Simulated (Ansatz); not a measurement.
This Ansatz (an electronic-structure program) input (PBE/6-311+G**) gives -399.22400 Eh with 43 basis functions. A basis named .json is the Basis Set Exchange file of that set (core-valence sets with the plain set on hydrogen).

Ansatz 0.2 input:
```yaml
crystal:
  periodic: [false, false, false]
  atoms:
    - {symbol: S, position_ang: [0.00184013, 0.00030176, 0.10309296]}
    - {symbol: H, position_ang: [-0.00752722, 0.96781232, -0.82771199]}
    - {symbol: H, position_ang: [-0.02191490, -0.97264043, -0.82177540]}
basis:
  gaussian:
    orbitals: 6-311+G__.json
hamiltonian:
  xc: {name: PBE}
magnetization: {spin_polarized: false}
```

Change:
```diff
- orbitals: 6-311+G__.json
+ orbitals: def2-SVPD
```

**Question.** What does the run give now?

**Answer.** -399.09314 Eh (PBE/def2-SVPD, 43 functions), a change of +130.86 mEh.
